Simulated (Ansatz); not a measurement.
# OSi2: the cost of one run

Program: Ansatz 0.2.0, Gaussian basis. Level of theory: def2-QZVPP, core rule «outside noble gas», up to 11 orbitals frozen. These are calculated values, not measurements.

Plan: UHF; ROHF; CCSD(T) on UHF.

2 further runs of the same task are left out: 2 set aside as unsound or not needed.

## 1. What is computed

The geometry is a PBE0/def2-TZVP stationary point (not a proven minimum) of the parent state, kept for this charge and spin.

3 atoms, charge 0, spin multiplicity 5.

Atoms are counted from 1 here; the program's logs count them from 0.

Bond lengths: Si1–O2 1.638 Å, O2–Si3 1.638 Å. Angles: Si1–O2–Si3 180.0°.

## 2. UHF

in.yaml

```yaml
crystal:
  periodic: [false, false, false]
  atoms:
    - {symbol: Si, position_ang: [0.000000, 0.000000, 1.638100]}
    - {symbol: O, position_ang: [0.000000, 0.000000, 0.000000]}
    - {symbol: Si, position_ang: [0.000000, 0.000000, -1.638100]}
basis:
  gaussian: {orbitals: "def2-QZVPP.json"}
magnetization: {spin_polarized: true, initial_magnetization: 4}
hamiltonian: {xc: hf}
output: {orbitals: {seedname: orbitals}}
```

Command:

```bash
> ansatz run in.yaml --threads 1 --pin off --events-out ev --progress --plain --max-ram 2393MiB
```

What time and memory should one allow on 1 thread of Arm Neoverse V1, shared host?

About 34 s, with a peak of 0.55 GiB.
